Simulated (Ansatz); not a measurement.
Born–Oppenheimer molecular dynamics of H3O (4 atoms, charge 1, multiplicity 1). It starts from a relaxed structure.

The calculation used RKS B3LYP-D4/def2-SVP (Ansatz 0.2.0).

| Property | Result |
| --- | --- |
| ensemble | NVT, Langevin thermostat |
| time step | 0.5 fs |
| steps asked | 100 |
| set temperature | 100 K |
| friction | 0.02 /fs |
| seed | 810788 |

First frame:

```xyz
4
Properties=species:S:1:pos:R:3
O 0.185 -0.058 -0.054
H 0.220 0.924 0.015
H -0.412 -0.370 -0.772
H 0.007 -0.496 0.810
```

Task: How far do the bonds stretch over the last three quarters of this one trajectory? (Pairs bonded in most of those frames.)

Result: 
| bond | mean (Å) | spread (Å) | shortest | longest |
| --- | --- | --- | --- | --- |
| O1–H2 | 0.987 | 0.016 | 0.96 | 1.02 |
| O1–H3 | 0.985 | 0.011 | 0.97 | 1.00 |
| O1–H4 | 0.985 | 0.007 | 0.97 | 1.00 |

Mean temperature of the second half: 64 K. The mean temperature of the second half is 36 % below the set value. A run of 0.05 ps of so small a system gives no equilibrium averages. Limits of this set-up: the dipole of an ion depends on the origin.

Time of the run: 24 s on 1 thread of Arm Neoverse V1, with other jobs on the host, peak memory 0.07 GiB.
